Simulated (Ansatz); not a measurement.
A calculation on hcp Hf returned lattice constant a 3.207 Å, lattice parameter c 5.083 Å, equilibrium volume per atom 22.64 Å³/atom.

For reference: lattice constant a 3.194 Å (measured, 293 K, no zero-point or thermal correction, our sources range from 3.194 to 3.200; as tabulated in Wikipedia's data pages); lattice parameter c 5.051 Å (measured, 293 K, not corrected to a static lattice; as tabulated in Wikipedia's data pages); equilibrium volume per atom 22.30 Å³/atom (measured, copied from a table, unchecked, extrapolated to 0 K and zero-point effects removed; as tabulated in Lejaeghere et al. (2013), arXiv:1204.2733).

Which level of theory produced these numbers?
A. PBE-D3(BJ) (Ansatz, an electronic-structure program)
B. LDA (Ansatz)
C. PBE-D4 (Ansatz)
D. rVV10 (Ansatz)

D, rVV10 (Ansatz)

The others give: PBE-D3(BJ) 3.170 Å, 5.023 Å, 21.85 Å³/atom; LDA 3.119 Å, 4.945 Å, 20.83 Å³/atom; PBE-D4 3.189 Å, 5.050 Å, 22.23 Å³/atom.

Unless a cell is named, each level is at its own relaxed cell (LDA 20.83, PBE-D3(BJ) 21.85, PBE-D4 22.23, rVV10 22.64 Å³/atom).

Ansatz's density-functional and Hartree–Fock values are scalar-relativistic unless marked +SOC, with PAW data made under PBE.
